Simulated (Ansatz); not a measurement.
C5H8O can be A, `C1=COCCC1`, or B, `CC1C=COC1`.

Gas-phase electronic energies from Ansatz, PBE0-D4/def2-TZVP geometries. CCSD(T)/CBS adds triple-zeta CCSD(T) − MP2 to the extrapolated MP2 energy (def2 sets, frozen cores). DFT in def2-TZVPP. B3LYP here is the variant with VWN-RPA as its local correlation; programs differ in this.

Problem. Which isomer does CCSD(T)/CBS put lower? Give the gap. (Best estimate.)

Solution. Ansatz gave: A, by 14.4 kJ/mol.

Problem. Give E(B) − E(A) in kJ/mol with MP2/def2-TZVPP, CCSD/def2-TZVPP, B3LYP-D4, PBE-D4, r2SCAN-D4, CCSD(T)/def2-TZVPP, B2PLYP. (Estimate.)

Solution. Ansatz gave: MP2/def2-TZVPP 12.8, CCSD/def2-TZVPP 15.5, B3LYP-D4 17.8, PBE-D4 15.4, r2SCAN-D4 16.7, CCSD(T)/def2-TZVPP 14.1, B2PLYP 15.4. None reverses the order clearly.

Largest T1 diagnostic: 0.012.

In def2-TZVPP, CCSD(T) changes the Hartree–Fock value by −4.8 kJ/mol (the triples alone add −1.4 kJ/mol) and MP2 by −6.0 kJ/mol.
